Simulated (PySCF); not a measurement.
Malonic acid, C₃H₄O₄.
Z-matrix (Å and degrees, GFN2-xTB geometry), rows numbered from 1:
```
O 
C   1  1.1980
O   2  1.3310  1  123.63
C   2  1.5189  1  125.13  3  -179.32
C   4  1.5190  2  107.60  1    73.78
O   5  1.1980  4  125.02  2    73.87
O   5  1.3310  4  111.36  2  -105.58
H   3  0.9708  2  111.16  1    -2.22
H   4  1.0887  2  108.79  1  -167.61
H   4  1.0885  2  109.57  1   -44.54
H   7  0.9708  5  111.10  4   177.49
```

ESP-fitted charges (e) from the PBE0/pcSseg-1 density (PySCF), one withheld:

| atom | bonded to | charge |
| --- | --- | --- |
| O1 | C2 | -0.5449 |
| C2 | O1 O3 C4 | +0.7699 |
| O3 | C2 H8 | -0.5934 |
| C4 | C2 C5 H9 H10 | ? |
| C5 | C4 O6 O7 | +0.7663 |
| O6 | C5 | -0.5435 |
| O7 | C5 H11 | -0.5919 |
| H8 | O3 | +0.4367 |
| H9 | C4 | +0.1788 |
| H10 | C4 | +0.1784 |
| H11 | O7 | +0.4360 |

Problem. What is the charge on C4?

Solution. The charges add up to the total charge, 0. The others sum to +0.4924, which leaves -0.4924 e for C4 (sp3 carbon next to a carbonyl); the computed value is -0.4926, the difference coming from rounding.

Problem. Add each hydrogen's charge to the atom that carries it.

Solution. O3 -0.1567, C4 -0.1354, O7 -0.1559. Atoms without hydrogen keep their charges.

Problem. Across which bond do the charges differ most?

Solution. C2–O3: +0.7699 on C2 against -0.5934 on O3, a difference of 1.3633 e. The lower charge is on the more electronegative element of the two (Pauling values: O 3.44, C 2.55).

Problem. Take the bonds between elements whose Pauling electronegativities differ by more than 0.25. In how many does the more electronegative atom carry the lower charge?

Solution. In 8 of 8.

Problem. How much positive and how much negative charge does this set hold in all?

Solution. +2.7661 e on 6 atoms and -2.7663 e on 5.

The ESP scheme fits charges at the nuclei, held to the total charge, to the electrostatic potential on points at 1.4 to 2.0 times the van der Waals radii. The structure is a single GFN2-xTB conformer in the gas phase; no vibrational or solvent corrections.

These values come from a run that also computed NMR shieldings. Cost: about 10 s of CPU time on one thread; the machine was shared, so the figure is rough.
